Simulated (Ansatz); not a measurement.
Two structures of Si₂H₈, closed shell, reached by relaxing down either side of one saddle point (PBE0-D4/def2-TZVP). Energies are electronic, without zero-point energy. Program: Ansatz 0.2.0. Basis: def2-TZVPP and def2-QZVPP. Cores are frozen in the correlated methods. Extrapolation: Hartree–Fock as exp(−7.88 √X), correlation as X^−2.97. First:

```tsv
atom	x (Å)	y (Å)	z (Å)
Si1	-0.1012	-2.1174	-0.3695
H2	1.2937	-1.7710	0.0009
H3	-0.9449	-0.8964	-0.3134
H4	-0.1275	-2.6704	-1.7470
H5	-0.6325	-3.1262	0.5813
H6	1.3388	1.2962	0.4238
Si7	0.1023	2.1159	0.3695
H8	-0.4950	2.0218	-0.9864
H9	-0.8685	1.6150	1.3747
H10	0.4349	3.5324	0.6661
```

Second:

```xyz
10
angstrom
Si -0.8244 -0.9138 -0.3044
H 2.6961 -1.2709 0.2748
H -2.2541 -1.1829 -0.6165
H 0.0032 -1.3342 -1.4664
H -0.4350 -1.7261 0.8791
H 2.7027 -0.5370 0.4105
Si -0.5208 1.3634 0.1335
H -0.9148 2.1711 -1.0520
H -1.3567 1.7799 1.2916
H 0.9041 1.6505 0.4501
```

**Question.** Which bonds change from the first to the second?

**Answer.** SiH₄ + SiH₄ → Si₂H₆ ([SiH3][SiH3]) + H₂; bonds formed: Si1–Si7, H2–H6; bonds broken: Si1–H2, H6–Si7.

**Question.** Give the saddle point's structure and its height above each. (An estimate is asked for; the value comes from the calculation.)

**Answer.** By the calculation: 3.330 eV above the first and 3.124 eV above the second (CCSD(T) at an estimated basis limit (MP2 extrapolated from triple and quadruple zeta, plus CCSD(T) − MP2 in triple zeta)).
Si1  (-0.120, -1.191, -0.225)
H2  (1.553, -1.139, 0.099)
H3  (-1.558, -0.703, -0.408)
H4  (0.228, -1.665, -1.591)
H5  (-0.246, -2.108, 0.939)
H6  (1.018, -0.115, 0.172)
Si7  (-0.090, 1.396, 0.220)
H8  (-0.684, 1.800, -1.079)
H9  (-1.118, 1.396, 1.291)
H10  (1.018, 2.329, 0.583)
(Å)

The T1 diagnostic stays at or below 0.014. The start structure is not quite a true minimum (one mode of 40i cm⁻¹).

Labels in which every atom is bracketed show which atoms are joined, not bond orders.

For scale, one of the runs: CCSD(T)/def2-TZVPP, 196 basis functions, launched by `ansatz run in.yaml --threads 2 --pin off --events-out ev --progress --plain --max-ram 4352MiB`. The run took 29 s on 2 CPU threads of an Arm Neoverse V2 (shared host), with 2 GiB of host memory at its peak.
